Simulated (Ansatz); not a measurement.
## How methods differ on AlH3 (SMILES [H][Al]([H])[H])

AlH3: 4 atoms, total charge 0, spin state singlet. SMILES: `[H][Al]([H])[H]`. Geometry: a GFN2-xTB relaxation, a rough one for these elements and not checked as a minimum.

| atom | x (Å) | y (Å) | z (Å) |
| --- | --- | --- | --- |
| Al | 0.0000 | 0.0000 | 0.0000 |
| H | 1.5527 | -0.0305 | 0.0146 |
| H | -0.7498 | 1.3598 | -0.0191 |
| H | -0.8028 | -1.3293 | 0.0045 |

Quantity: the energy change with the Al1–H2 bond stretched from 1.553 to 3.106 Å, in eV. The values are calculated.

```json
{"level": "HF/6-31G* (spherical functions) (restricted)", "kind": "Hartree–Fock", "program": "Ansatz", "value (eV)": "3.99", "less FCI/6-31G*": "+1.15", "CPU time (all runs)": "0.24 s"}
{"level": "SVWN5/6-31G* (spherical functions) (restricted)", "kind": "LDA", "program": "Ansatz", "value (eV)": "3.12", "less FCI/6-31G*": "+0.28", "CPU time (all runs)": "1.1 s"}
{"level": "revPBE/6-31G* (spherical functions) (restricted)", "kind": "GGA", "program": "Ansatz", "value (eV)": "3.08", "less FCI/6-31G*": "+0.24", "CPU time (all runs)": "1.5 s"}
{"level": "B3LYP/6-31G* (spherical functions) (restricted)", "kind": "global hybrid", "program": "Ansatz", "value (eV)": "3.37", "less FCI/6-31G*": "+0.53", "CPU time (all runs)": "1.5 s"}
{"level": "CAM-B3LYP/6-31G* (spherical functions) (restricted)", "kind": "range-separated hybrid", "program": "Ansatz", "value (eV)": "3.63", "less FCI/6-31G*": "+0.79", "CPU time (all runs)": "1.7 s"}
{"level": "B2PLYP/6-31G* (spherical functions) (restricted)", "kind": "double hybrid", "program": "Ansatz", "value (eV)": "3.46", "less FCI/6-31G*": "+0.62", "CPU time (all runs)": "2.1 s"}
{"level": "CCSDT/6-31G* (spherical functions) (restricted)", "kind": "coupled cluster or CI", "program": "Ansatz", "value (eV)": "2.85", "less FCI/6-31G*": "+0.01", "CPU time (all runs)": "0.62 s"}
{"level": "CCSDTQ/6-31G* (spherical functions) (restricted)", "kind": "coupled cluster or CI", "program": "Ansatz", "value (eV)": "2.84", "less FCI/6-31G*": "0.00", "CPU time (all runs)": "6.9 s"}
{"level": "FCI/3-21G", "kind": "exact in the basis", "program": "Ansatz", "value (eV)": "2.63", "less FCI/6-31G*": "-0.21", "CPU time (all runs)": "0.79 s"}
{"level": "FCI/6-31G* (spherical functions)", "kind": "exact in the basis", "program": "Ansatz", "value (eV)": "2.84", "less FCI/6-31G*": "0.00", "CPU time (all runs)": "4.3 s"}
```

FCI/6-31G* (spherical functions) is exact within its basis and frozen core, so for wave-function methods in that basis the difference is their error; functionals converge differently with the basis, so for them it is only a difference. Spin-restricted single references rise too steeply as a bond breaks, Hartree–Fock most of all. The first shape isn't each level's own minimum. The values span 2.63 to 3.99 eV. High-level rows in very small sets aren't better than simpler rows in larger ones. CPU times are rough (shared hosts, several kinds of processor): they show what a rung costs within a factor of a few.
